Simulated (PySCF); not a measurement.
**Assignment exercise: C$_{2}$H$_{4}$F$_{3}$N**

Molfile (atoms numbered from 1):
```
C2H4F3N
     RDKit          3D

 10  9  0  0  0  0  0  0  0  0999 V2000
   -1.3543   -0.2467    0.2027 N   0  0  0  0  0  0  0  0  0  0  0  0
   -0.1323    0.5178    0.1704 C   0  0  0  0  0  0  0  0  0  0  0  0
    1.0423   -0.3798   -0.1397 C   0  0  0  0  0  0  0  0  0  0  0  0
    0.8719   -1.0138   -1.3118 F   0  0  0  0  0  0  0  0  0  0  0  0
    2.1684    0.3424   -0.2379 F   0  0  0  0  0  0  0  0  0  0  0  0
    1.2429   -1.3110    0.7913 F   0  0  0  0  0  0  0  0  0  0  0  0
   -2.0971    0.2754    0.6439 H   0  0  0  0  0  0  0  0  0  0  0  0
   -1.6558   -0.4978   -0.7293 H   0  0  0  0  0  0  0  0  0  0  0  0
   -0.0971    1.3354   -0.5637 H   0  0  0  0  0  0  0  0  0  0  0  0
    0.0574    0.9498    1.1549 H   0  0  0  0  0  0  0  0  0  0  0  0
  1  2  1  0
  2  3  1  0
  3  4  1  0
  3  5  1  0
  3  6  1  0
  1  7  1  0
  1  8  1  0
  2  9  1  0
  2 10  1  0
M  END
```

Calculated, not measured (PySCF): NMR shieldings at B97-2/pcSseg-2/GIAO, geometry from PBE0-D3(BJ)/def2-TZVP. One averaged value for each set of equivalent atoms, one conformer, no relativistic terms, gas phase.

δ = σ(ref) − σ, references computed at the same level: 13C (σref 185.38) and 1H (σref 31.64) vs TMS.

(1) Assign these signals to the numbered atoms. 13C{1H} NMR (computed): δ 136.7, 49.4.

(2) Assign these signals to the numbered atoms. 1H NMR (400 MHz, computed): δ 3.21 (m, 2H), 0.71 (br s, 2H).

## Answers

(1) 
```tsv
δ (ppm)	atoms	environment	reason
136.7	C3	CF3 carbon	3 electronegative neighbours deshield it
49.4	C2	sp3 CH2 bonded to N	pulled downfield by the heteroatom
```

(2) 
3.21 → H9/H10, hydrogen on an sp3 CH2 bonded to N: its carbon carries N, which withdraws density
0.71 → H7/H8, hydrogen on an amine nitrogen: labile proton, position sensitive to the medium

OH and NH positions are those of a molecule without intermolecular hydrogen bonds; in solution they move with solvent, concentration and temperature, and exchange usually removes their couplings. Splittings by 19F in the carbon and heteronuclear signals aren't shown, as no couplings were computed. Shifts are as computed. Against solution values, carbons near 30 ppm lie about +3 ppm off and those near 130 ppm about +7 ppm. Of 1211 compounds with measured shifts, 218 miss one by over three times the rms of a fit or turn the order of signals round; such compounds aren't used in these exercises.
